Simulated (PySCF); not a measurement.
Molecule: s-BuOMe (CC[C@H](C)OC, C5H12O).

Cartesian coordinates in Å; atom numbers follow the order of the lines, from 1:
```xyz
18

C    -2.0001   -0.6727    0.8222
C    -1.3829    0.0482   -0.3633
C     0.0894    0.3781   -0.1687
C     0.6639    1.1545   -1.3446
O     0.7637   -0.8441    0.0298
C     2.0130   -0.7455    0.6346
H    -3.0561   -0.9212    0.6380
H    -1.9565   -0.0539    1.7333
H    -1.4557   -1.6058    1.0253
H    -1.9239    0.9860   -0.5726
H    -1.4703   -0.5737   -1.2712
H     0.1911    0.9944    0.7522
H     0.5679    0.5644   -2.2692
H     0.1291    2.1063   -1.4812
H     1.7283    1.3912   -1.1987
H     2.3892   -1.7663    0.7932
H     1.9568   -0.2375    1.6184
H     2.7532   -0.2024    0.0159
```

Geometry PBE0-D3(BJ)/def2-SVP throughout; GIAO in PySCF 2.14, gas phase, one conformer, non-relativistic; equivalent atoms averaged; functional PBE0.

Problem. How do the absolute shieldings σ depend on the basis set? (a selection of nuclei; ppm; last column core-seconds on shared hosts with different chips, so compare them loosely)

Solution. 
| basis set | functions | C3 | C6 | C2 | O5 | H16/H17/H18 | H11 | H7/H8/H9 | H10 | H13/H14/H15 | core-s |
| --- | --- | --- | --- | --- | --- | --- | --- | --- | --- | --- | --- |
| STO-3G | 42 | 172.9 | 186.7 | 206.8 | 371.7 | 30.92 | 31.47 | 31.72 | 31.82 | 31.89 | 3.9 |
| 6-31G | 78 | 124.5 | 145.6 | 167.0 | 299.7 | 29.14 | 30.87 | 31.42 | 31.25 | 31.49 | 7.7 |
| pcSseg-0 | 78 | 113.0 | 133.7 | 159.1 | 314.3 | 29.34 | 31.29 | 31.70 | 31.75 | 31.66 | 13 |
| 6-31G* | 108 | 120.7 | 140.0 | 162.8 | 306.5 | 28.68 | 30.50 | 30.95 | 30.68 | 30.99 | 10 |
| def2-SVP | 144 | 118.7 | 140.2 | 161.8 | 309.5 | 28.23 | 30.15 | 30.47 | 30.26 | 30.43 | 14 |
| cc-pVDZ | 144 | 119.3 | 142.7 | 162.5 | 304.4 | 28.11 | 30.05 | 30.38 | 30.13 | 30.36 | 23 |
| pcSseg-1 | 162 | 105.7 | 127.8 | 150.7 | 294.9 | 27.98 | 30.04 | 30.27 | 30.18 | 30.24 | 20 |
| 6-311+G(2d,p) | 234 | 108.1 | 131.1 | 153.0 | 290.5 | 28.21 | 30.26 | 30.57 | 30.23 | 30.53 | 30 |
| aug-cc-pVDZ | 246 | 118.0 | 141.7 | 161.4 | 300.0 | 27.99 | 30.08 | 30.39 | 30.04 | 30.33 | 55 |
| def2-TZVP | 258 | 106.4 | 130.2 | 152.2 | 292.8 | 28.20 | 30.20 | 30.54 | 30.18 | 30.49 | 36 |
| IGLO-III | 330 | 102.2 | 126.3 | 148.8 | 290.1 | 28.05 | 30.09 | 30.42 | 30.06 | 30.36 | 94 |

Problem. Which nucleus among those listed moves most, in ppm?

Solution. O5 (ether oxygen): from 290.1 ppm with IGLO-III to 371.7 ppm with STO-3G. The smallest spread is 1.42 ppm, at H11. Proton shifts span only some 12 ppm, so a few tenths of a ppm matter as much there as several ppm in carbon.

Problem. Taking the largest basis, IGLO-III (330 functions), as the yardstick, rank the others by their worst heavy-atom deviation.

Solution. def2-TZVP 4.2 ppm (258 functions), pcSseg-1 4.8 ppm (162 functions), 6-311+G(2d,p) 6.0 ppm (234 functions), aug-cc-pVDZ 15.9 ppm (246 functions), cc-pVDZ 17.1 ppm (144 functions), 6-31G* 18.5 ppm (108 functions), def2-SVP 19.4 ppm (144 functions), 6-31G 22.3 ppm (78 functions), pcSseg-0 24.2 ppm (78 functions), STO-3G 81.6 ppm (42 functions).

A small basis that lands close on one nucleus may do so by chance; judge by the trend and by all nuclei.
